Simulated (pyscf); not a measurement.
Thermochemistry of product channels of :N–F (SMILES [N]F) [triplet] + GeH₂ (SMILES [GeH2]) [triplet] on the triplet surface, in eV, from ωB97M-D3(BJ)/def2-TZVP energies (ideal gas, 1 atm, RRHO with modes under 100 cm⁻¹ raised to 100, one conformer, R ln 2 for rigid chiral ones). Optimised with ωB97X-D3(BJ)/def2-SVP in PySCF.

```csv
products,ΔE,ΔH(298 K),ΔG(900 K),ΔG(1200 K)
[F–N=GeH]• (SMILES F[N]=[GeH]) + H• (SMILES [H]),[?],-0.10,+0.17,+0.23
[N=GeH₂]• (SMILES [N]=[GeH2]) + F• (SMILES [F]),-0.13,-0.10,+0.19,[?]
[HN=GeH]• (SMILES [NH]=[GeH]) + F• (SMILES [F]),[?],-1.55,-1.32,-1.27
:N–GeH₂–F (SMILES [N][GeH2][F]) [triplet],-4.58,-4.48,-3.13,-2.69
```

### Question
Fill in the missing entries.

### Answer

- [F–N=GeH]• (SMILES F[N]=[GeH]) + H• (SMILES [H]), ΔE: -0.03
- [N=GeH₂]• (SMILES [N]=[GeH2]) + F• (SMILES [F]), ΔG(1200 K): +0.26
- [HN=GeH]• (SMILES [NH]=[GeH]) + F• (SMILES [F]), ΔE: -1.65

These are energies of the channels, which say nothing of barriers. :N–GeH₂–F [triplet] lies 4.33 eV over its isomer H₂N–Ge:–F [singlet], and others may lie lower still (electronic energy, ωB97M-D3(BJ)). GeH₂ [triplet] is an excited spin state, 1.18 eV over the singlet at ωB97X-D3(BJ). Left out: orbital degeneracy and the spin-orbit lowering of F. Elements up to Kr have no core potential and no relativistic terms here.
